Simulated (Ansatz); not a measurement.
# B2Cl+ (quintet): wave-function methods side by side, cc-pVTZ

The task here is to estimate one member of a computed series from the others.

Program: Ansatz 0.2.0, Gaussian basis. Level of theory: cc-pVTZ, core rule «outside noble gas», up to 7 orbitals frozen. These are calculated values, not measurements.

To be run: UHF; CCSD(T) on ROHF; CCSD(T) on UHF; BCCD(T) on ROHF; CCSDT(Q) on ROHF; CCSDT(Q) on UHF.

10 further runs of the same task are left out: 5 for a known fault of the program, 5 set aside as unsound or not needed.

## The system

The geometry is a PBE0/def2-TZVP stationary point (not a proven minimum) of the parent state, kept for this charge and spin.

3 atoms, charge 1, spin multiplicity 5.

Atoms are counted from 1 here; the program's logs count them from 0.

Bond lengths: B1–B2 1.516 Å, B2–Cl3 1.683 Å. Angles: B1–B2–Cl3 180.0°.

Set-up of the first run:

in.yaml

```yaml
crystal:
  periodic: [false, false, false]
  atoms:
    - {symbol: B, position_ang: [0.000000, 0.000000, -1.572000]}
    - {symbol: B, position_ang: [0.000000, 0.000000, -0.055600]}
    - {symbol: Cl, position_ang: [0.000000, 0.000000, 1.627600]}
basis:
  gaussian: {orbitals: cc-pVTZ}
total_charge: 1
magnetization: {spin_polarized: true, initial_magnetization: 4}
hamiltonian: {xc: hf}
output: {orbitals: {seedname: orbitals}}
```

Started as:

```bash
> ansatz run in.yaml --threads 1 --pin off --events-out ev --progress --plain --max-ram 4096MiB --backend cpu
```

Among the steps run: UHF; CCSD(T) on ROHF; CCSD(T) on UHF; BCCD(T) on ROHF; CCSDT(Q) on ROHF; CCSDT(Q) on UHF.

One table of the session follows, with a row left open; its other results are not shown here.

It belongs to the step «Misses and costs». 

```
   method  from UCCSDT(Q) (kJ/mol)
     ROHF                   +843.3
      UHF                   +819.8
     RMP2                   +135.3
     UMP2                   +141.1
    RCCSD                    +40.0
    UCCSD                    +39.3
 RCCSD(T)                     +6.1
 UCCSD(T)                     +6.1
  BCCD(T)                     +6.1
   RCCSDT                     +1.8
   UCCSDT                        ?
RCCSDT(Q)                     +0.2
UCCSDT(Q)                        0
```

Estimate the missing values for UCCSDT.

**Answer.** from UCCSDT(Q) (kJ/mol): +1.6. In the column «from UCCSDT(Q) (kJ/mol)» it lies between RCCSDT(Q) (+0.2) and RCCSDT (+1.8).

To keep in mind: Restricted and unrestricted rows rest on different reference determinants; where their highest levels disagree by more than a few hundredths of an eV, they describe different states and don't form one ladder.
